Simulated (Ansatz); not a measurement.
Reaction: C2H7N (ethanamine, SMILES CCN) + H+ → C2H8N+ (SMILES CC[NH3+])
Each species at its own B3LYP-D3(BJ)/def2-TZVP minimum (Ansatz, a quantum-chemistry and plane-wave program), one conformer.

Total energies in hartree (Ansatz). UHF or UKS for unpaired electrons; spin-orbit terms are left out. Correlated methods leave the cores frozen. No relativity.

| species | HF/cc-pVTZ | CCSD(T)/cc-pVTZ | HF/cc-pVQZ | CCSD(T)/cc-pVQZ | CCSD(T)/cc-pVDZ | CCSDT(Q)/cc-pVDZ |
|---|---|---|---|---|---|---|
| 1: C2H7N (ethanamine, SMILES CCN) | -134.30393 | -134.93930 | -134.31373 | -134.98187 | -134.78754 | -134.78911 |
| 2: C2H8N+ (SMILES CC[NH3+]) | -134.67375 | -135.30346 | -134.68277 | -135.34384 | -135.15655 | -135.15806 |

Q: Work out the proton affinity (electronic), positive where energy is released in kcal/mol: take Hartree-Fock from cc-pVQZ, extrapolate the CCSD(T) correlation energy as X^-3 (X = 3, 4), and add CCSDT(Q) - CCSD(T) in cc-pVDZ. 1 hartree = 627.51 kcal/mol.

A: 
Species 1: correlation (64·(-0.66814) - 27·(-0.63537))/37 = -0.69205; step -0.00157; E1 = -134.31373 + (-0.69205) + (-0.00157) = -135.00735
H+ has no electrons: E = 0
Species 2: correlation (64·(-0.66107) - 27·(-0.62971))/37 = -0.68395; step -0.00151; E2 = -134.68277 + (-0.68395) + (-0.00151) = -135.36823
+1·E1 -1·E2 = 0.36088 hartree = 226.5 kcal/mol.
